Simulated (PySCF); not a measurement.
# Core-level binding energies of `[NH3+][AlH2-][F]`

Species: AlFH5N.
SMILES with atom numbers: `[NH3+:1][AlH2-:2][F:3]`

Structure used (PBE0-D3(BJ)/def2-SVP), in Å, numbered top down from 1:
```xyz
8
AlFH5N angstrom
N     -0.979    0.128   -0.029
Al     1.074    0.109    0.120
F      1.237    1.756    0.464
H     -1.400    0.448    0.844
H     -1.275    0.773   -0.764
H     -1.375   -0.788   -0.246
H      1.474   -0.328   -1.365
H      1.276   -0.877    1.362
```

Method used: delta-SCF UKS SCAN, pcX-2 on the ionised atom, pcseg-1 elsewhere, spin-free X2C in PySCF. These are vertical core ionisation energies against the vacuum level, from separate self-consistent calculations with and without the core hole.

Q: List the computed XPS lines with their assignment.

A: 
```
atom(s)                       environment  level  binding energy (eV)  count
     N1     nitrogen bonded to Al and 3 H   N 1s               408.09      1
     F3             fluorine bonded to Al   F 1s               690.50      1
    Al2  aluminium bonded to F, N and 2 H  Al 1s              1566.44      1
```

Q: Which photon energy gives electrons from Al 1s of Al2 a kinetic energy of 150 eV, and what is their de Broglie wavelength?

A: hν = 1566.44 + 150 = 1716.44 eV, recoil neglected; λ = 12.264 Å/√(E/eV) = 1.00 Å.

Isolated species at its PBE0-D3(BJ)/def2-SVP geometry, gas phase.

The run took 12 s of wall time on one thread, x86-64 server, no GPU, shared host.
